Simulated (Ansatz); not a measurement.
# C2HO+: an energy map over bond length C2–H4 and angle H4–C2–C1

A grid of calculations on C2HO, SMILES [C+]1=CO1, charge +1, to see where the energy is lowest and how it rises around there.

Program: Ansatz 0.2.0. Level of theory: RKS PBE-D4/def2-TZVP. These are calculated values, not measurements.

### 1 The starting structure

SMILES `[C+]1=CO1`, 4 atoms, charge 1, spin multiplicity 1.

Atoms are counted from 1 here; the program's logs count them from 0.

Bond lengths: C1–C2 1.469 Å, C1–O3 1.453 Å, C2–O3 1.274 Å, C2–H4 1.113 Å. Angles: C2–C1–O3 51.7°, C1–C2–O3 63.5°, C1–C2–H4 165.0°, O3–C2–H4 131.5°, C1–O3–C2 64.8°.

Geometry (Å):

```xyz
4
charge 1, multiplicity 1
C     1.0600   -0.3750    0.5391
C    -0.0668    0.2836   -0.1354
O    -0.2611   -0.9125    0.2593
H    -0.7321    1.0039   -0.6630
```

### 2 Relaxing the molecule

input.yaml

```yaml
crystal:
  periodic: [false, false, false]
  atoms:
    - { symbol: C, position_ang: [1.059994, -0.375009, 0.539095] }
    - { symbol: C, position_ang: [-0.066783, 0.283622, -0.135409] }
    - { symbol: O, position_ang: [-0.261081, -0.912498, 0.259336] }
    - { symbol: H, position_ang: [-0.73214, 1.003895, -0.663011] }
total_charge: 1
basis:
  gaussian: { orbitals: def2-TZVP }
hamiltonian:
  xc: pbe
  dispersion: d4
output:
  forces: true
relax:
  f_tol: 0.003
  max_steps: 120
```

Started as:

```sh
$ ansatz run input.yaml --threads 1 --pin off --max-ram 2560MiB --backend cpu --events-out ev --progress --plain --runs-dir out
```

The program printed (excerpt; [...] marks lines left out):

```text
Warning: RAYON_NUM_THREADS=1 ignored (pool sized by the plan → 1); use --threads N
[...]
Functional definition: PBE
[...]
555 factors; their error is unknown
[...]
mean field -4119.17015820 eV, -151.3767112400 hartree, gradient 8.8e-6 eV, S^2 0.000000; 0 other end points of the search recorded, 0 dependent functions left out
[...]
reference -4119.17018521 eV, -151.3767122327 hartree; 10, 10 occupied and 89, 89 virtual orbitals, 555 factors
relax step   1: F+E_penalty+E_count = -4119.20144210 eV  Δ(F+E_penalty+E_count) = +0.000e0 eV  max|allowed force component| = 3.533e-1 eV/Å  Δτ_max = 0.0000 Å  (28 SCF iters, accepted)
[...]
relax step   5: F+E_penalty+E_count = -4119.20464157 eV  Δ(F+E_penalty+E_count) = -8.353e-6 eV  max|allowed force component| = 3.835e-3 eV/Å  Δτ_max = 0.0005 Å  (31 SCF iters, accepted)
[...]
relax step   6: F+E_penalty+E_count = -4119.20464188 eV  Δ(F+E_penalty+E_count) = -3.103e-7 eV  max|allowed force component| = 1.852e-4 eV/Å  Δτ_max = 0.0001 Å  (31 SCF iters, accepted)
555 factors; their error is unknown
[...]
mean field -4119.17334581 eV, -151.3768283826 hartree, gradient 2.5e-5 eV, S^2 0.000000; 1 other end points of the search recorded, 0 dependent functions left out
[...]
reference -4119.17337278 eV, -151.3768293738 hartree; 10, 10 occupied and 89, 89 virtual orbitals, 555 factors
Total energy: -4119.20466885 eV, -151.3779794831 hartree
Atom 0 at     1.061340    -0.370848     0.537976 Å, force     0.000005     0.000136    -0.000102 eV/Å
Atom 1 at    -0.066725     0.286080    -0.136365 Å, force    -0.000185    -0.000136     0.000137 eV/Å
Atom 2 at    -0.267186    -0.910969     0.256480 Å, force    -0.000001    -0.000053     0.000000 eV/Å
Atom 3 at    -0.727439     0.995747    -0.658080 Å, force     0.000181     0.000054    -0.000035 eV/Å
Dipole moment:    -0.271707     0.481263    -0.288476 e Å
```

It took 10 s on 1 thread of Arm Neoverse V2, shared host; peak memory 0.12 GiB.

Energy and force along the way:

| step | energy from step 1 (eV) | largest force component (eV/Å) |
| --- | --- | --- |
| 1 | 0.0000 | 0.3533 |
| 2 | -0.0027 | 0.1094 |
| 3 | -0.0031 | 0.0398 |
| 4 | -0.0032 | 0.0136 |
| 5 | -0.0032 | 0.0038 |
| 6 | -0.0032 | 0.0002 |

Bonds that changed most:

| bond | before (Å) | after (Å) | change (Å) |
| --- | --- | --- | --- |
| C2–H4 | 1.113 | 1.101 | -0.012 |
| C1–O3 | 1.453 | 1.461 | +0.008 |
| C2–O3 | 1.274 | 1.276 | +0.001 |
| C1–C2 | 1.469 | 1.469 | +0.000 |

### 3 Setting up the map

First coordinate, bond length C2–H4: 15 values from 0.903 to 1.652 Å. Second coordinate, angle H4–C2–C1: 15 values from 130.1 to 179.0 °.

Nothing else is relaxed (all other coordinates rigid). Energies count from the relaxed molecule at the same level.

Of the runs on the grid, 3 are shown in the steps below; the others differ only in the two coordinates.

### 4 Grid point bond length C2–H4 = 1.598 Å, angle H4–C2–C1 = 175.5°

input.yaml

```yaml
crystal:
  periodic: [false, false, false]
  atoms:
    - { symbol: C, position_ang: [1.06134, -0.370848, 0.537976] }
    - { symbol: C, position_ang: [-0.066725, 0.28608, -0.136365] }
    - { symbol: O, position_ang: [-0.267186, -0.910969, 0.25648] }
    - { symbol: H, position_ang: [-1.220692, 1.101899, -0.882292] }
total_charge: 1
basis:
  gaussian: { orbitals: def2-TZVP }
hamiltonian:
  xc: pbe
  dispersion: d4
output:
  forces: true
```

Started as:

```sh
$ ansatz run input.yaml --threads 1 --pin off --max-ram 2560MiB --backend cpu --events-out ev --progress --plain --runs-dir out
```

The program printed (excerpt; [...] marks lines left out):

```text
Warning: RAYON_NUM_THREADS=1 ignored (pool sized by the plan → 1); use --threads N
[...]
Functional definition: PBE
[...]
555 factors; their error is unknown
[...]
mean field -4117.41128113 eV, -151.3120736998 hartree, gradient 1.3e-5 eV, S^2 0.000000; 0 other end points of the search recorded, 0 dependent functions left out
[...]
reference -4117.41131012 eV, -151.3120747652 hartree; 10, 10 occupied and 89, 89 virtual orbitals, 555 factors
Total energy: -4117.44557318 eV, -151.3133339097 hartree
Atom 0 at     1.061340    -0.370848     0.537976 Å, force     0.287184    -0.208910     0.187924 eV/Å
Atom 1 at    -0.066725     0.286080    -0.136365 Å, force    -3.963888     2.395028    -2.403301 eV/Å
Atom 2 at    -0.267186    -0.910969     0.256480 Å, force     0.338500    -0.165216     0.189893 eV/Å
Atom 3 at    -1.220692     1.101899    -0.882292 Å, force     3.338203    -2.020902     2.025484 eV/Å
Dipole moment:    -0.423639     0.525174    -0.361908 e Å
```

It took 1.3 s on 1 thread of Arm Neoverse V2, shared host; peak memory 0.11 GiB.

On the map this point reads 170 kJ/mol.

### 5 Grid point bond length C2–H4 = 1.117 Å, angle H4–C2–C1 = 165.0°

input.yaml, as its differences from that of step 4:

```diff
@@ -6,3 +6,3 @@
     - { symbol: O, position_ang: [-0.267186, -0.910969, 0.25648] }
-    - { symbol: H, position_ang: [-1.220692, 1.101899, -0.882292] }
+    - { symbol: H, position_ang: [-0.735683, 1.007242, -0.66562] }
 total_charge: 1
```

Started as:

```sh
$ ansatz run input.yaml --threads 1 --pin off --max-ram 2560MiB --backend cpu --events-out ev --progress --plain --runs-dir out
```

The program printed (excerpt; [...] marks lines left out):

```text
Warning: RAYON_NUM_THREADS=1 ignored (pool sized by the plan → 1); use --threads N
[...]
Functional definition: PBE
[...]
555 factors; their error is unknown
[...]
mean field -4119.16939496 eV, -151.3766831915 hartree, gradient 9.1e-6 eV, S^2 0.000000; 0 other end points of the search recorded, 0 dependent functions left out
[...]
reference -4119.16942200 eV, -151.3766841852 hartree; 10, 10 occupied and 89, 89 virtual orbitals, 555 factors
Total energy: -4119.20070258 eV, -151.3778337254 hartree
Atom 0 at     1.061340    -0.370848     0.537976 Å, force     0.006302    -0.001776     0.002978 eV/Å
Atom 1 at    -0.066725     0.286080    -0.136365 Å, force    -0.285324     0.320221    -0.230519 eV/Å
Atom 2 at    -0.267186    -0.910969     0.256480 Å, force    -0.008068     0.003277    -0.004288 eV/Å
Atom 3 at    -0.735683     1.007242    -0.665620 Å, force     0.287090    -0.321721     0.231828 eV/Å
Dipole moment:    -0.274935     0.485164    -0.291194 e Å
```

Wall time 1.3 s (1 thread of Arm Neoverse V2, shared host); peak memory 0.11 GiB.

That is 0.38 kJ/mol from the zero.

### 6 Grid point bond length C2–H4 = 0.903 Å, angle H4–C2–C1 = 172.0°

input.yaml, as its differences from that of step 5:

```diff
@@ -6,3 +6,3 @@
     - { symbol: O, position_ang: [-0.267186, -0.910969, 0.25648] }
-    - { symbol: H, position_ang: [-0.735683, 1.007242, -0.66562] }
+    - { symbol: H, position_ang: [-0.68397, 0.789678, -0.561579] }
 total_charge: 1
```

Started as:

```sh
$ ansatz run input.yaml --threads 1 --pin off --max-ram 2560MiB --backend cpu --events-out ev --progress --plain --runs-dir out
```

The program printed (excerpt; [...] marks lines left out):

```text
Warning: RAYON_NUM_THREADS=1 ignored (pool sized by the plan → 1); use --threads N
[...]
Functional definition: PBE
[...]
555 factors; their error is unknown
[...]
mean field -4118.19126415 eV, -151.3407375474 hartree, gradient 6.5e-6 eV, S^2 0.000000; 0 other end points of the search recorded, 0 dependent functions left out
[...]
reference -4118.19129063 eV, -151.3407385205 hartree; 10, 10 occupied and 89, 89 virtual orbitals, 555 factors
Total energy: -4118.22276917 eV, -151.3418953355 hartree
Atom 0 at     1.061340    -0.370848     0.537976 Å, force    -0.066938    -0.011850    -0.020207 eV/Å
Atom 1 at    -0.066725     0.286080    -0.136365 Å, force     7.259476    -6.716949     5.310937 eV/Å
Atom 2 at    -0.267186    -0.910969     0.256480 Å, force     0.405167    -0.241214     0.244243 eV/Å
Atom 3 at    -0.683970     0.789678    -0.561579 Å, force    -7.597705     6.970013    -5.534974 eV/Å
Dipole moment:    -0.235112     0.418047    -0.250251 e Å
```

Run time: 1.4 s. Hardware: 1 thread of Arm Neoverse V2, shared host; peak memory 0.12 GiB.

Energy on the map's scale: 95 kJ/mol.

### 7 All points together

225 points were computed. Energies in kJ/mol, from the relaxed molecule at the same level:

```tsv
angle H4–C2–C1 (°) ↓, bond length C2–H4 (Å) →	0.903	0.956	1.010	1.063	1.117	1.170	1.224	1.277	1.331	1.384	1.438	1.491	1.545	1.598	1.652
179.0	104	56	27	14	11	17	29	44	63	83	105	128	151	173	195
175.5	99	51	22	9	6	12	24	40	59	79	102	124	147	170	192
172.0	95	47	18	5	3	9	21	37	56	77	99	122	145	168	190
168.5	92	45	16	3	1	7	19	35	55	75	98	121	144	167	190
165.0	91	44	15	2	0	6	19	35	54	75	98	120	144	167	190
161.5	92	44	16	3	1	7	19	36	55	76	99	122	145	168	191
158.0	94	46	18	5	3	9	22	38	57	78	101	124	147	170	193
154.5	97	49	21	8	6	12	25	41	60	81	104	127	150	173	196
151.1	101	54	25	12	10	17	29	45	64	85	108	131	154	177	200
147.6	107	59	31	18	16	22	34	50	70	91	113	136	159	182	204
144.1	113	66	37	24	22	28	40	56	76	97	119	141	164	187	210
140.6	121	73	45	32	30	36	48	64	83	103	126	148	171	193	216
137.1	129	82	53	40	38	44	56	72	91	111	133	155	178	201	223
133.6	139	91	63	49	47	53	65	80	99	120	142	164	186	208	230
130.1	149	101	73	59	57	63	74	90	109	129	151	173	195	217	239
```

The largest force on an atom (eV/Å) at each point:

| angle H4–C2–C1 (°) ↓, bond length C2–H4 (Å) → | 0.903 | 0.956 | 1.010 | 1.063 | 1.117 | 1.170 | 1.224 | 1.277 | 1.331 | 1.384 | 1.438 | 1.491 | 1.545 | 1.598 | 1.652 |
| --- | --- | --- | --- | --- | --- | --- | --- | --- | --- | --- | --- | --- | --- | --- | --- |
| 179.0 | 11.8 | 7.4 | 4.1 | 1.7 | 1.7 | 2.9 | 3.9 | 4.5 | 5.0 | 5.2 | 5.4 | 5.5 | 5.5 | 5.4 | 5.4 |
| 175.5 | 11.7 | 7.3 | 4.0 | 1.6 | 1.4 | 2.6 | 3.6 | 4.2 | 4.7 | 5.0 | 5.1 | 5.2 | 5.3 | 5.2 | 5.1 |
| 172.0 | 11.7 | 7.3 | 3.9 | 1.5 | 1.1 | 2.3 | 3.3 | 4.0 | 4.4 | 4.7 | 4.9 | 5.0 | 5.0 | 5.0 | 4.9 |
| 168.5 | 11.7 | 7.2 | 3.9 | 1.4 | 0.8 | 2.1 | 3.0 | 3.7 | 4.2 | 4.5 | 4.7 | 4.8 | 4.8 | 4.8 | 4.7 |
| 165.0 | 11.7 | 7.3 | 3.9 | 1.4 | 0.5 | 1.8 | 2.8 | 3.5 | 4.0 | 4.3 | 4.5 | 4.6 | 4.6 | 4.6 | 4.5 |
| 161.5 | 11.9 | 7.5 | 4.1 | 1.6 | 0.5 | 1.8 | 2.8 | 3.5 | 4.0 | 4.2 | 4.4 | 4.5 | 4.5 | 4.5 | 4.4 |
| 158.0 | 12.1 | 7.7 | 4.3 | 1.8 | 0.6 | 1.9 | 2.8 | 3.5 | 4.0 | 4.3 | 4.4 | 4.5 | 4.5 | 4.5 | 4.4 |
| 154.5 | 12.3 | 7.8 | 4.4 | 2.1 | 0.9 | 1.9 | 2.9 | 3.5 | 4.0 | 4.3 | 4.4 | 4.5 | 4.5 | 4.5 | 4.4 |
| 151.1 | 12.4 | 7.9 | 4.6 | 2.3 | 1.1 | 2.0 | 2.9 | 3.5 | 4.0 | 4.3 | 4.4 | 4.5 | 4.5 | 4.4 | 4.3 |
| 147.6 | 12.5 | 8.0 | 4.7 | 2.5 | 1.4 | 2.0 | 2.9 | 3.6 | 4.0 | 4.3 | 4.4 | 4.5 | 4.5 | 4.4 | 4.3 |
| 144.1 | 12.5 | 8.1 | 4.8 | 2.6 | 1.7 | 2.1 | 2.9 | 3.6 | 4.0 | 4.3 | 4.4 | 4.5 | 4.5 | 4.4 | 4.3 |
| 140.6 | 12.5 | 8.1 | 4.9 | 2.8 | 2.0 | 2.3 | 3.0 | 3.6 | 4.0 | 4.3 | 4.4 | 4.5 | 4.5 | 4.4 | 4.3 |
| 137.1 | 12.4 | 8.1 | 4.9 | 2.9 | 2.2 | 2.5 | 3.1 | 3.6 | 4.0 | 4.3 | 4.4 | 4.5 | 4.5 | 4.4 | 4.3 |
| 133.6 | 12.3 | 8.0 | 4.9 | 3.0 | 2.4 | 2.8 | 3.3 | 3.8 | 4.2 | 4.4 | 4.5 | 4.5 | 4.5 | 4.4 | 4.3 |
| 130.1 | 12.2 | 7.9 | 4.8 | 3.0 | 2.5 | 3.0 | 3.6 | 4.0 | 4.4 | 4.6 | 4.7 | 4.7 | 4.7 | 4.6 | 4.5 |

### 8 Outcome

| quantity | value |
| --- | --- |
| lowest point | bond length C2–H4 = 1.117 Å, angle H4–C2–C1 = 165.0°, 0.38 kJ/mol |
| highest computed point | bond length C2–H4 = 1.652 Å, angle H4–C2–C1 = 130.1°, 238 kJ/mol above the lowest |
| largest force on an atom (eV/Å) | 0.5 at bond length C2–H4 = 1.117 Å, angle H4–C2–C1 = 165.0° to 12.5 at bond length C2–H4 = 0.903 Å, angle H4–C2–C1 = 144.1°; 0.5 at the lowest point |
| time for the whole task | 5.3 min on 1 thread, shared host |

**Reading.** The lowest computed point is at bond length C2–H4 = 1.117 Å, angle H4–C2–C1 = 165.0°, 0.38 kJ/mol from the relaxed molecule at the same level. The grid is coarse, so the true minimum lies between grid points and may sit elsewhere than the lowest one. It is the only kind of minimum in the scanned range. The highest computed point, bond length C2–H4 = 1.652 Å, angle H4–C2–C1 = 130.1°, lies 238 kJ/mol above the lowest. Round the minimum the two coordinates are nearly uncoupled.
